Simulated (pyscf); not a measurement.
# Four-centre exchange: `[O]=[B][OH]` + `[H][H]` -> `[O]=[B][OH]` + `[H][H]`

Gas phase, singlet surface, charge 0. Bonds broken: O1–H4, H5–H6. Bonds formed: O1–H5, H4–H6. Single points on ωB97X-D3(BJ)/def2-SVP structures (PySCF, gas phase).

Transition state (Å):

```xyz
6

O     -0.9955     0.3014     0.5568
B     -0.9175    -1.0067     0.7213
O     -0.8443    -2.2152     0.8424
H     -1.5143     0.9030    -0.5792
H     -0.5307     0.9617    -0.5698
H     -1.0425     1.3794    -1.3041
```

One imaginary mode, 2576i cm⁻¹; descent along it reached the two sides named.

| bond | change | reactant side (Å) | saddle | product side |
|---|---|---|---|---|
| O1–H4 | breaks | 0.966 | 1.386 | 2.9 |
| H5–H6 | breaks | 0.761 | 0.988 | 1.989 |
| O1–H5 | forms | 2.9 | 1.386 | 0.966 |
| H4–H6 | forms | 1.976 | 0.987 | 0.761 |

Electronic energies relative to the separated reactants (kcal/mol):

```json
[
 {"level": "ωB97X-D3(BJ)/def2-TZVP", "barrier": "65.9", "reaction energy": "0.0", "reverse barrier": "65.9"},
 {"level": "PBE/def2-TZVP", "barrier": "56.3", "reaction energy": "0.0", "reverse barrier": "56.3"},
 {"level": "r²SCAN/def2-TZVP", "barrier": "61.1", "reaction energy": "0.0", "reverse barrier": "61.1"},
 {"level": "B3LYP-D3(BJ)/def2-TZVP", "barrier": "62.9", "reaction energy": "0.0", "reverse barrier": "62.9"},
 {"level": "PBE0-D3(BJ)/def2-TZVP", "barrier": "61.5", "reaction energy": "0.0", "reverse barrier": "61.5"},
 {"level": "M06-2X/def2-TZVP", "barrier": "67.8", "reaction energy": "0.0", "reverse barrier": "67.8"},
 {"level": "ωB97M-D3(BJ)/def2-TZVP", "barrier": "64.8", "reaction energy": "0.0", "reverse barrier": "64.8"},
 {"level": "HF/def2-TZVP", "barrier": "84.6", "reaction energy": "0.0", "reverse barrier": "84.6"}
]
```

With ωB97M-D3(BJ)/def2-TZVP energies and thermal terms (ideal gas, 1 atm, RRHO with modes under 100 cm⁻¹ raised to 100, one conformer, R ln 2 for chiral ones without a mode under 150 cm⁻¹), in kcal/mol:

```csv
T (K),ΔH‡,ΔG‡,ΔH,ΔG
298,64.6,72.3,0.0,0.0
600,63.7,80.5,0.0,0.0
900,63.5,89.0,0.0,0.0
1200,63.7,97.5,0.0,0.0
```

The same reactants have a lower exit, to HO–BH–OH (barrier +34.4 kcal/mol at ωB97M-D3(BJ)/def2-TZVP, against +64.8 kcal/mol here). Another saddle between the same species, by other bonds, lies lower (48.4 kcal/mol against 64.8 kcal/mol at ωB97M-D3(BJ)/def2-TZVP).
